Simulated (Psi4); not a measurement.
Pair of molecules, SMILES C=C with SMILES C=C (the first has 6 atoms); geometry from A24 set.
(charge 0, multiplicity 1):
```xyz
12

H     -0.924     1.232    -1.750
H      0.924     1.232    -1.750
H      0.924    -1.232    -1.750
H     -0.924    -1.232    -1.750
C      0.000     0.667    -1.750
C      0.000    -0.667    -1.750
H     -0.924     1.232     1.750
H      0.924     1.232     1.750
H      0.924    -1.232     1.750
H     -0.924    -1.232     1.750
C      0.000     0.667     1.750
C      0.000    -0.667     1.750
```

The numbers are results of SAPT0/jun-cc-pV(D+d)Z (Psi4 1.11), not measurements.

**Question.** Give the four SAPT terms and the total, and say what mostly holds the pair together.

**Answer.** electrostatics -0.67, exchange 4.81, induction -0.29, dispersion -1.90, total 1.96 kcal/mol; the largest attraction is dispersion.
